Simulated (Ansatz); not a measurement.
**PH (singlet): wave-function methods side by side, 6-31++G****

How much of the correlation energy of PH (singlet) does each wave-function method recover here?

The runs use Ansatz 0.2.0, Gaussian basis; 6-31++G**, core rule «outside noble gas», up to 5 orbitals frozen.

Plan: UHF; CCSD(T) on RHF; CCSD(T) on UHF; BCCD(T) on RHF; CISD; CCSDT(Q) on RHF; CCSDT(Q) on UHF; CISDTQ; CCSDTQ on RHF; CASSCF and MRCISD+Q, 6 electrons in 5 orbitals; CASSCF and MRCISD+Q(relaxed), 6 electrons in 5 orbitals; CASSCF and NEVPT2, 6 electrons in 5 orbitals; Full CI.

18 further runs of the same task are left out: 9 that didn't finish, 9 set aside as unsound or not needed. Runs told in other sessions of the task aren't counted.

### Step 1. The system

The geometry is a PBE0/def2-TZVPD stationary point (not a proven minimum) of the parent state, kept for this charge and spin.

2 atoms, charge 0, spin multiplicity 1.

Atoms are counted from 1 here; the program's logs count them from 0.

Bond lengths: P1–H2 1.443 Å.

### Step 2. UHF

File in.yaml:

```yaml
crystal:
  periodic: [false, false, false]
  atoms:
    - {symbol: P, position_ang: [0.000000, 0.000000, 0.000000]}
    - {symbol: H, position_ang: [0.000000, 0.000000, 1.442600]}
basis:
  gaussian: {orbitals: "6-31++G**"}
magnetization: {spin_polarized: true, initial_magnetization: 0}
hamiltonian: {xc: hf}
output: {orbitals: {seedname: orbitals}}
```

On the command line:

```bash
ansatz run in.yaml --threads 1 --pin off --events-out ev --progress --plain --max-ram 2393MiB
```

After this run come: CCSD(T) on RHF; CCSD(T) on UHF; BCCD(T) on RHF; CISD; CCSDT(Q) on RHF; CCSDT(Q) on UHF; CISDTQ; CCSDTQ on RHF; CASSCF and MRCISD+Q, 6 electrons in 5 orbitals; CASSCF and MRCISD+Q(relaxed), 6 electrons in 5 orbitals; CASSCF and NEVPT2, 6 electrons in 5 orbitals; Full CI.

Q: Predict the results of all the runs planned. Wanted: FCI from the RHF energy; RMP2 from FCI; RCCSD from FCI; RCCSD(T) from FCI; RCCSDT(Q) from FCI; NEVPT2 valence from FCI; MRCISD+Q valence from FCI; MRCISD+Q(relaxed) valence from FCI; T1 diagnostic.

The runs gave:

```
                          quantity                                                                            value
           FCI from the RHF energy                                                                       -3.5043 eV
                     RMP2 from FCI                                                                      +1114.3 meV
                    RCCSD from FCI                                                                       +308.3 meV
                 RCCSD(T) from FCI                                                                       +159.3 meV
                RCCSDT(Q) from FCI                                                                         -2.3 meV
           NEVPT2 valence from FCI                                                                       +622.3 meV
         MRCISD+Q valence from FCI                                                                        -11.5 meV
MRCISD+Q(relaxed) valence from FCI                                                                        -22.1 meV
 levels within 1 kcal/mol (43 meV)  RCCSDT, CISDTQ, RCCSDT(Q), RCCSDTQ, MRCISD+Q valence, MRCISD+Q(relaxed) valence
                     T1 diagnostic                                                                            0.011
    effectively unpaired electrons                                                                             2.02
```

**Reading.** RCCSD(T) misses by +159.3 meV, 4.5 % of the correlation energy. RCCSDT(Q), MRCISD+Q valence, MRCISD+Q(relaxed) valence fall below full CI, which methods that aren't variational can do. The occupations show strong static correlation (2.0 unpaired electrons where one determinant has 0). Of the multireference levels listed MRCISD+Q valence comes nearest in total energy (-11.5 meV), which doesn't show that its space is the better one. These misses are within one basis, not against nature.

The restricted and unrestricted ladders end 1.21 eV apart at CCSDT(Q), which points to two states or an unsound top rung; rows of one don't measure the error of the other.
